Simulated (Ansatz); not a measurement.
**CPO (quartet): from Hartree-Fock to the top rungs, cc-pVDZ**

The task here is to estimate one member of a computed series from the others.

Computed with Ansatz 0.2.0, Gaussian basis. Level: cc-pVDZ, core rule «outside noble gas», up to 7 orbitals frozen.

The runs, in order: UHF; CCSD(T) on ROHF; CCSD(T) on UHF; BCCD(T) on ROHF; CISD as a restricted active space (open shells left free, so some higher excitations enter); CCSDT(Q) on ROHF; CCSDT(Q) on UHF; CASSCF and MRCISD+Q, 13 electrons in 11 orbitals; CASSCF and NEVPT2, 13 electrons in 11 orbitals.

16 further runs of the same task are left out: 4 that didn't finish, 12 set aside as unsound or not needed. Runs told in other sessions of the task aren't counted.

## What is computed

The geometry is a PBE0/def2-TZVP stationary point (not a proven minimum) of the parent state, kept for this charge and spin.

3 atoms, charge 0, spin multiplicity 4.

Atoms are counted from 1 here; the program's logs count them from 0.

Bond lengths: O1–C2 1.157 Å, C2–P3 1.656 Å. Angles: O1–C2–P3 180.0°.

As a file:

```
O     0.0000    0.0000    1.3231
C     0.0000    0.0000    0.1664
P     0.0000    0.0000   -1.4895
```

The first run:

Contents of in.yaml:

```yaml
crystal:
  periodic: [false, false, false]
  atoms:
    - {symbol: O, position_ang: [0.000000, 0.000000, 1.323100]}
    - {symbol: C, position_ang: [0.000000, 0.000000, 0.166400]}
    - {symbol: P, position_ang: [0.000000, 0.000000, -1.489500]}
basis:
  gaussian: {orbitals: cc-pVDZ}
magnetization: {spin_polarized: true, initial_magnetization: 3}
hamiltonian: {xc: hf}
output: {orbitals: {seedname: orbitals}}
```

On the command line:

```bash
> ansatz run in.yaml --threads 1 --pin off --events-out ev --progress --plain --max-ram 2393MiB
```

Steps of the session up to this table: UHF; CCSD(T) on ROHF; CCSD(T) on UHF; BCCD(T) on ROHF; CISD as a restricted active space (open shells left free, so some higher excitations enter); CCSDT(Q) on ROHF; CCSDT(Q) on UHF; CASSCF and MRCISD+Q, 13 electrons in 11 orbitals; CASSCF and NEVPT2, 13 electrons in 11 orbitals.

One of the session's tables, all rows but one given; the rest of the session is left out.

It belongs to the step «Misses and costs». 

| method | from UCCSDT(Q) (kJ/mol) |
| --- | --- |
| ROHF | +1068.1 |
| UHF | +1033.2 |
| RMP2 | +93.3 |
| UMP2 | +107.8 |
| CISD | +141.0 |
| RCCSD | +41.8 |
| UCCSD | +40.5 |
| RCCSD(T) | +6.4 |
| UCCSD(T) | +6.7 |
| BCCD(T) | ? |
| RCCSDT | +3.9 |
| UCCSDT | +3.7 |
| RCCSDT(Q) | +0.4 |
| UCCSDT(Q) | 0 |
| CASSCF valence | +764.6 |
| NEVPT2 valence | +135.2 |
| MRCISD valence | +71.2 |
| MRCISD+Q valence | +8.9 |

Estimate the missing values for BCCD(T).

As computed: from UCCSDT(Q) (kJ/mol): +6.5. In the column «from UCCSDT(Q) (kJ/mol)» it lies between RCCSD(T) (+6.4) and UCCSD(T) (+6.7).

To keep in mind: Restricted and unrestricted rows rest on different reference determinants; a gap between their highest levels can come from leftover correlation error, from unlike frozen cores or from another state.
